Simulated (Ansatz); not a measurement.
Worked example: the enthalpy of formation of SiO2 (silicon dioxide molecule)

SiO2 has 3 atoms, charge 0, and is taken as a singlet. SMILES: `O=[Si]=O`. The coordinates come from a PBE0-D4/def2-TZVP relaxation.

```xyz
3

O     0.6977    1.2296    0.5188
Si    0.0000    0.0000    0.0000
O    -0.6977   -1.2296   -0.5188
```

Total energies at r2SCAN/cc-pVTZ (Ansatz 0.2.0); the atoms run unrestricted:

```
species    state  energy (Eh)
   SiO2  singlet  -439.921954
      O  triplet   -75.054619
     Si  triplet  -289.346236
```

Harmonic wavenumbers at PBE0-D4/def2-TZVP, in cm⁻¹: 299, 299, 1015, 1469.

Measured heats of formation of the gaseous atoms at 298.15 K, in kJ/mol: O 249.2, Si 450.0. Spin-orbit lowering of the atoms at 298 K (mean of the ground term's levels less their thermal mean, from spectra), in kJ/mol: O 0.40, Si 0.44. Take 1 Eh = 2625.50 kJ/mol, 1 cm⁻¹ = 0.0119627 kJ/mol, RT = 2.479 kJ/mol.

What heat of formation follows?


1. Electronic atomisation energy: 2 × (-75.054619) + (-289.346236) − (-439.921954) = 0.466480 Eh = 1224.7 kJ/mol.
2. Zero-point energy: half the sum of the wavenumbers, 1541 cm⁻¹ = 18.4 kJ/mol.
3. Thermal vibrational enthalpy, Σ hcν̃/(exp(hcν̃/kT) − 1): 2.3 kJ/mol. Translation, rotation and pV of a linear molecule: 3.5 RT = 8.7 kJ/mol.
4. The 3 free atoms carry 5/2 RT each: 18.6 kJ/mol.
5. Spin-orbit coupling lowers the free atoms by 2 × 0.40 + 0.44 = 1.2 kJ/mol.
6. Atomisation enthalpy at 298 K: 1224.7 − 1.2 − 18.4 − 2.3 − 8.7 + 18.6 = 1212.7 kJ/mol.
7. Sum of the atoms' heats of formation: 948.4 kJ/mol. Heat of formation: 948.4 − 1212.7 = -264.3 kJ/mol.

The tabulated value is -305.4 kJ/mol (NIST-JANAF tables; in doubt: it may be an older value or an estimate), so this level is off by +41.1 kJ/mol, or 3.3 % of the atomisation enthalpy that the table implies (1253.9 kJ/mol). Anharmonicity and any spin-orbit splitting of the molecule are left out.
